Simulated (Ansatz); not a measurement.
Input for Ansatz (a quantum-chemistry and plane-wave program): R-CCSD(T)/aug-cc-pVTZ on hydrogen peroxide (SMILES OO), atoms moved off the minimum.

Ansatz 0.2 input:
```yaml
crystal:
  periodic: [false, false, false]
  atoms:
    - {symbol: O, position_ang: [-0.77835272, -0.02110545, 0.22153735]}
    - {symbol: O, position_ang: [0.63217938, 0.04816712, -0.26587415]}
    - {symbol: H, position_ang: [-1.15608487, 0.44419968, -0.33297207]}
    - {symbol: H, position_ang: [1.22007169, 0.52098410, 0.41189469]}
basis:
  gaussian:
    orbitals: aug-cc-pVTZ
magnetization: {spin_polarized: false}
correlation: {method: ccsd_t, electrons: outside_noble_gas}
scf: {lower_state_search: off}
output: {forces: true}
```

The head of its log:

```
WARN ansatz: RAYON_NUM_THREADS=1 ignored (pool sized by the plan → 1); use --threads N
Functional definition: HF
these checks for a lower state are left out or cut short: starts, cluster_reference, orbital_swaps, neighbouring_geometries, increment
integrals: 0.28 GiB planned
818 factors; integrals over basis functions are off by at most 6.4e-4 eV
mean field: 0.25 GiB planned
mean field evaluation 1: about -4102.5347 eV, gradient 2.5e1 eV
mean field evaluation 2: about -4102.5349 eV, gradient 2.5e1 eV
mean field evaluation 4: about -4103.5656 eV, gradient 2.3e0 eV
mean field evaluation 8: about -4103.5781 eV, gradient 3.7e-4 eV
mean field -4103.57811080 eV, -150.8037140666 hartree, gradient 2.1e-6 eV, S^2 0.000000; 0 other end points of the search recorded, 0 dependent functions left out
2 core orbitals not correlated
reference -4103.57811080 eV, -150.8037140666 hartree; 7, 7 occupied and 129, 129 virtual orbitals, 818 factors
densities: 1.30 GiB planned
```

Q: Give the final energy of this run.

A: -151.3375 hartree (reference determinant -150.8037, T1 diagnostic 0.013).
